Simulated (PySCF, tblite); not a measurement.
# C₄H₉F: geometry, vibrations

Aim: compute the geometry, vibrations of C₄H₉F (`CCCCF`).

Programs: tblite 0.8.0 and PySCF 2.14.0, with routines of our own; each step states its level. All values are computed. Atoms count from 0.

## Step 1: The system as given

14 atoms, charge 0, multiplicity 1; geometry from: start built from the parent or by distance geometry.

## Step 2: Geometry optimisation with GFN2-xTB

What the job is given:

```
{"job": {"kind": "relax", "xc": "GFN2-xTB", "basis": "xTB"}, "charge": 0, "multiplicity": 1}
C     -1.918200    -0.047000    -0.095800
C     -0.549900    -0.198100     0.467300
C      0.555800     0.170900    -0.519800
C      1.930800     0.024900     0.033700
F      2.083400     0.851800     1.119000
H     -2.081400    -0.677200    -0.980900
H     -2.116200     1.003900    -0.394200
H     -2.677800    -0.313500     0.655400
H     -0.438800     0.408300     1.387100
H     -0.410500    -1.251300     0.807500
H      0.434500    -0.442700    -1.430200
H      0.388900     1.218000    -0.818400
H      2.683500     0.263600    -0.673100
H      2.114400    -1.012500     0.398100
```

Run with:

```
$ OMP_NUM_THREADS=1 python redox_run.py task.json out
```

The driver reads the jobs from task.json and runs them one after another.

Log:

```text
step      E/eV     max force
  0    -486.67944    1.705
  1    -486.76794    0.300
  2    -486.77284    0.175
  3    -486.77705    0.140
  4    -486.77816    0.130
  5    -486.77982    0.065
  6    -486.78021    0.059
  7    -486.78049    0.052
  8    -486.78071    0.036
  9    -486.78089    0.032
 10    -486.78098    0.026
 11    -486.78104    0.021
 12    -486.78111    0.019
 13    -486.78116    0.018
 14    -486.78120    0.014
 15    -486.78123    0.014
 16    -486.78126    0.014
 17    -486.78130    0.015
 18    -486.78133    0.012
 19    -486.78135    0.013
 20    -486.78138    0.015
 21    -486.78143    0.019
 22    -486.78148    0.022
 23    -486.78153    0.020
 24    -486.78157    0.016
 25    -486.78163    0.022
 26    -486.78170    0.023
 27    -486.78177    0.018
 28    -486.78182    0.017
 29    -486.78185    0.016
 30    -486.78188    0.012
 31    -486.78190    0.010
 32    -486.78191    0.011
 33    -486.78192    0.011
 34    -486.78194    0.009
```

Run time: 1.7 s. Hardware: 1 thread of Intel Xeon at 2.50GHz, shared host.

Along the way: (not every step is listed)

```tsv
step	energy from step 0 (eV)	largest force (eV/Å)
0	0.0000	1.7053
1	-0.0885	0.3001
2	-0.0934	0.1746
3	-0.0976	0.1396
4	-0.0987	0.1297
5	-0.1004	0.0654
6	-0.1008	0.0587
7	-0.1010	0.0520
8	-0.1013	0.0360
10	-0.1015	0.0261
12	-0.1017	0.0191
14	-0.1018	0.0142
16	-0.1018	0.0143
18	-0.1019	0.0118
20	-0.1019	0.0148
22	-0.1020	0.0222
24	-0.1021	0.0161
26	-0.1023	0.0233
28	-0.1024	0.0172
29	-0.1024	0.0161
30	-0.1024	0.0116
31	-0.1025	0.0098
32	-0.1025	0.0108
33	-0.1025	0.0111
34	-0.1025	0.0093
```

Close pairs (by a distance rule), those that changed most:

```tsv
bond	before (Å)	after (Å)	change (Å)
C0–C1	1.487	1.524	+0.036
C3–H12	1.060	1.095	+0.035
C2–C3	1.489	1.521	+0.032
C1–H9	1.116	1.093	-0.023
C0–H6	1.110	1.088	-0.022
C3–H13	1.115	1.095	-0.020
C1–H8	1.107	1.092	-0.016
C0–H7	1.101	1.087	-0.014
```

The end geometry stands in the next job.

## Step 3: Harmonic vibrations with GFN2-xTB

What the job is given:

```
{"job": {"kind": "ir", "xc": "GFN2-xTB", "basis": "xTB"}, "charge": 0, "multiplicity": 1}
C     -1.947684    -0.041657    -0.094268
C     -0.548712    -0.218450     0.482543
C      0.531157     0.181455    -0.521801
C      1.932079     0.013371     0.046629
F      2.138693     0.885038     1.090461
H     -2.079247    -0.664784    -0.976798
H     -2.116728     0.994603    -0.379079
H     -2.699823    -0.322364     0.639193
H     -0.442114     0.394256     1.379770
H     -0.403332    -1.262226     0.771324
H      0.453947    -0.432447    -1.421163
H      0.393518     1.225941    -0.808155
H      2.699322     0.239744    -0.701090
H      2.087568    -0.993426     0.448100
```

Log:

```text
mode    cm-1     km/mol
  1      88.3      1.18
  2     112.7      4.21
  3     234.6      0.25
  4     254.6      2.21
  5     333.3      1.34
  6     501.1      6.44
  7     780.1      6.76
  8     864.5      2.19
  9     883.1     10.21
 10     966.7     10.43
 11     982.1     20.06
 12    1077.8     28.55
 13    1103.1     20.88
 14    1134.2      9.40
 15    1143.5      9.41
 16    1220.8      2.33
 17    1237.6      1.67
 18    1280.7      0.27
 19    1301.7      0.93
 20    1332.1     12.59
 21    1368.8      1.13
 22    1417.5      1.18
 23    1449.3      0.45
 24    1470.9      1.02
 25    1493.9      0.16
 26    1504.1      3.22
 27    1506.0      2.04
 28    2941.5     31.11
 29    2949.1     32.52
 30    2969.2     17.43
 31    2984.1     30.63
 32    2992.9     34.09
 33    2996.4     46.03
 34    3028.4     61.23
 35    3034.4     51.46
 36    3040.6     31.02
ZPE 322.869  H(298)-E 342.090  G(298)-E 244.902 kJ/mol  S 325.97 J/(mol K)
```

Wall time 0.73 s (1 thread of Intel Xeon at 2.50GHz, shared host).

The strongest bands and the atoms that carry them (share of the mass-weighted mode):

```tsv
cm⁻¹	km/mol	atoms
2942	31.1	H12 46 %, H13 44 %
2949	32.5	H12 47 %, H13 47 %
2984	30.6	H10 63 %, H9 15 %, H8 12 %
2993	34.1	H11 46 %, H8 42 %
2996	46.0	H11 37 %, H8 27 %, H10 22 %
3028	61.2	H5 79 %
3034	51.5	H6 72 %, H7 13 %
3041	31.0	H7 80 %, H6 12 %
```

## Step 4: Optimising the geometry at PBE0-D3(BJ)/def2-SVP

The job, as its differences from that of step 3:

```diff
@@ -1,2 +1,2 @@
-{"job": {"kind": "ir", "xc": "GFN2-xTB", "basis": "xTB"}, "charge": 0, "multiplicity": 1}
+{"job": {"xc": "PBE0", "basis": "def2-SVP", "d3": "d3bj", "grid": 1, "kind": "geom"}, "charge": 0, "multiplicity": 1}
 C     -1.947684    -0.041657    -0.094268
```

Log:

```text
step   0  E = -257.21058864  max force = 0.018976
step   1  E = -257.21221495  max force = 0.002754
step   2  E = -257.21226339  max force = 0.000214
step   3  E = -257.21227298  max force = 0.000353
optimisation converged
```

Run time: 53 s. Hardware: 1 thread of Intel Xeon at 2.50GHz, shared host; peak memory 0.47 GiB.

Along the way:

```tsv
step	energy from step 0 (eV)	largest force component (eV/Å)
0	0.0000	0.9758
1	-0.0443	0.1416
2	-0.0456	0.0110
3	-0.0458	0.0182
```

Close pairs (by a distance rule), those that changed most:

```tsv
bond	before (Å)	after (Å)	change (Å)
C0–H6	1.088	1.102	+0.014
C0–H5	1.088	1.102	+0.014
C0–H7	1.087	1.100	+0.013
C2–H10	1.092	1.104	+0.013
C2–H11	1.092	1.104	+0.012
C1–H9	1.093	1.105	+0.012
C2–C3	1.521	1.510	-0.011
C1–H8	1.092	1.102	+0.010
```

The next job starts from the end point, and lists it.

```tsv
at the end point	value
point group (found at 0.08 Å tolerance)	C1
rotational constants (GHz, main isotopes)	12.509, 2.364, 2.178
dipole moment (D)	1.65
```

## Step 5: Harmonic vibrations (C₄H₉F): PBE0-D3(BJ)/def2-SVP

What the job is given:

```
{"job": {"xc": "PBE0", "basis": "def2-SVP", "d3": "d3bj", "grid": 2, "kind": "hessian"}, "charge": 0, "multiplicity": 1}
C     -1.949170    -0.074077    -0.105122
C     -0.550389    -0.228333     0.469114
C      0.548516     0.150216    -0.514299
C      1.935747     0.082558     0.078126
F      2.050242     0.958311     1.134032
H     -2.091270    -0.705037    -0.997469
H     -2.142799     0.967993    -0.406181
H     -2.720360    -0.356056     0.627363
H     -0.440602     0.396555     1.370134
H     -0.394648    -1.269957     0.802047
H      0.518455    -0.511809    -1.397725
H      0.377632     1.174172    -0.889872
H      2.700700     0.345935    -0.672396
H      2.155464    -0.933468     0.452703
```

Log:

```text
coarse grid: 11016 points
cycle   1  E = -257.1230163655  dE =  2.343e-01  |g| = 5.089e-01  |ddm| = 3.442e+00
cycle   2  E = -257.0962677495  dE =  2.675e-02  |g| = 6.593e-01  |ddm| = 1.058e+00
cycle   3  E = -257.1754167469  dE = -7.915e-02  |g| = 4.999e-02  |ddm| = 5.958e-01
cycle   4  E = -257.1758073707  dE = -3.906e-04  |g| = 2.460e-02  |ddm| = 5.954e-02
cycle   5  E = -257.1759491702  dE = -1.418e-04  |g| = 3.652e-03  |ddm| = 2.627e-02
cycle   6  E = -257.1759519438  dE = -2.774e-06  |g| = 1.142e-03  |ddm| = 4.276e-03
final grid: 104784 points
cycle   7  E = -257.2122391927  dE = -2.573e-05  |g| = 7.983e-03  |ddm| = 2.500e-02
cycle   8  E = -257.2122318278  dE =  7.365e-06  |g| = 9.978e-03  |ddm| = 1.658e-02
cycle   9  E = -257.2122549622  dE = -2.313e-05  |g| = 7.424e-04  |ddm| = 9.188e-03
cycle  10  E = -257.2122550583  dE = -9.607e-08  |g| = 1.495e-04  |ddm| = 7.872e-04
cycle  11  E = -257.2122550621  dE = -3.843e-09  |g| = 3.707e-05  |ddm| = 1.398e-04
cycle  12  E = -257.2122550624  dE = -3.017e-10  |g| = 1.331e-05  |ddm| = 4.631e-05
cycle  13  E = -257.2122550625  dE = -4.036e-11  |g| = 8.501e-07  |ddm| = 1.261e-05
converged SCF energy = -257.2122550625

mode    cm-1
  1      95.7
  2     141.9
  3     248.4
  4     258.9
  5     344.7
  6     522.3
  7     748.2
  8     846.1
  9     861.9
 10     972.9
 11     985.2
 12    1077.8
 13    1131.3
 14    1151.5
 15    1174.7
 16    1251.3
 17    1274.8
 18    1317.1
 19    1323.2
 20    1394.4
 21    1412.7
 22    1431.2
 23    1447.5
 24    1467.8
 25    1470.1
 26    1481.3
 27    1493.5
 28    3045.7
 29    3049.4
 30    3051.8
 31    3055.5
 32    3097.9
 33    3109.2
 34    3118.4
 35    3141.3
 36    3150.6
ZPE 329.847  H(298)-E 348.756  G(298)-E 252.296 kJ/mol  S 323.53 J/(mol K)
```

It took 9.5 min on 1 thread of Intel Xeon at 2.50GHz, shared host; peak memory 1.7 GiB.

Zero-point energy 329.85 kJ/mol (xTB gave 322.87).

## Step 6: Summary of results

```
                                 quantity                  value
strongest single infrared mode (GFN2-xTB)   3028 cm⁻¹, 61 km/mol
             zero-point energy (GFN2-xTB)          77.2 kcal/mol
                              point group                     C1
     rotational constants (main isotopes)  12.51, 2.36, 2.18 GHz
```

All 36 modes are real, so the xTB geometry is a minimum. The strongest single mode, at 3028 cm⁻¹, moves mainly H5. GFN2-xTB is a fitted tight-binding method: band positions and strengths are rough. Its intensities can rank the bands wrongly. The optimisation took 3 steps and gained 0.046 eV; among the close pairs (by a distance rule), C0–H6 changed most, from 1.088 to 1.102 Å (PBE0/def2-SVP).
